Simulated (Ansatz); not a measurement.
**A ladder of methods for SiH3Cl (SiClH3)**

The species is SiH3Cl (5 atoms), meant as a singlet with charge 0. SMILES: `[H][Si]([H])([H])Cl`. The coordinates come from a GFN2-xTB relaxation.

```xyz
5

Si    0.0003    0.0019   -0.1294
Cl    0.0107   -0.0208    1.8806
H     1.3823    0.0112   -0.5949
H    -0.7007    1.2037   -0.5665
H    -0.6925   -1.1960   -0.5898
```

Each level gives the energy change with the Si1–Cl2 bond stretched from 2.010 to 4.020 Å (eV). The values are calculated.

| level | kind | program | value (eV) | less FCI/STO-3G | CPU time (all runs) |
| --- | --- | --- | --- | --- | --- |
| HF/STO-3G (restricted) | Hartree–Fock | Ansatz | 7.05 | +2.54 | 0.23 s |
| SVWN5/STO-3G (restricted) | LDA | Ansatz | 5.33 | +0.82 | 1 s |
| revPBE/STO-3G (restricted) | GGA | Ansatz | 4.81 | +0.30 | 1.5 s |
| r2SCAN0/STO-3G (restricted) | hybrid meta-GGA | Ansatz | 5.85 | +1.34 | 3 s |
| wB97X/STO-3G (restricted) | range-separated hybrid | Ansatz | 6.39 | +1.88 | 7.2 s |
| B2PLYP/STO-3G (restricted) | double hybrid | Ansatz | 5.32 | +0.81 | 1.8 s |
| MP2/STO-3G (restricted) | perturbation theory | Ansatz | 5.96 | +1.45 | 0.27 s |
| CCSD(T)/STO-3G (restricted) | coupled cluster or CI | Ansatz | 4.06 | -0.45 | 0.33 s |
| FCI/STO-3G | exact in the basis | Ansatz | 4.51 | 0.00 | 2 s |

FCI/STO-3G is exact within its basis and frozen core, so for wave-function methods in that basis the difference is their error; functionals converge differently with the basis, so for them it is only a difference. Spin-restricted single references rise too steeply as a bond breaks, Hartree–Fock most of all. Perturbation and coupled-cluster corrections on them can overshoot downwards. The first shape isn't each level's own minimum. The values span 4.06 to 7.05 eV. All rows use very small basis sets, so even the best lies far from the true value. CPU times are rough (shared hosts, several kinds of processor): they show what a rung costs within a factor of a few.
